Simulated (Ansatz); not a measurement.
# Al2: the cost of one run

Program: the Python package of Ansatz 0.2.0. The levels of theory stand in the script. These are calculated values, not measurements.

## 1. Starting point

Bond lengths: Al1–Al2 2.490 Å.

The script reads al2.xyz:

```xyz
2

Al    0.00000    0.00000    0.00000
Al    0.00000    0.00000    2.49000
```

## 2. The script

al2.py reads:

```python
"""How the energy of Al2(+) converges with the basis."""

import ansatz as az

geometry = az.Crystal.molecule_from_extxyz("al2.xyz")

calculation = (
    geometry.calculation()
    .correlation("CCSD(T)")
    .charge(1)
    .spin("collinear", total=1)
)

energies = {}
for basis in ["cc-pVDZ", "cc-pVTZ", "cc-pVQZ"]:
    data = calculation.basis(gaussian=basis).run(threads=1, backend="cpu").report
    size = data["n_frozen"] + data["n_occupied"][0] + data["n_virtual"][0]
    energies[basis] = (data["reference_energy_ev"] / 27.211386246, data["free_energy_ev"] / 27.211386246)
    print(f"{basis:14s} {size:4d} orbitals  reference {energies[basis][0]:14.6f} Ha  total {energies[basis][1]:14.6f} Ha")

# correlation energy at the basis limit from E(X) = E + A / X^3
small, large = (energies[b][1] - energies[b][0] for b in ("cc-pVTZ", "cc-pVQZ"))
limit = (4 ** 3 * large - 3 ** 3 * small) / (4 ** 3 - 3 ** 3)
print(f"correlation energy: {small:.6f} and {large:.6f} Ha, extrapolated {limit:.6f} Ha")
print(f"share caught by the larger set: {100 * large / limit:.1f} %")
```

## 3. Running it

On the command line:

```sh
$ python al2.py
```

What time and memory should one allow on 1 thread of Arm Neoverse V1, shared host?

About 79 s, with a peak of 0.89 GiB.
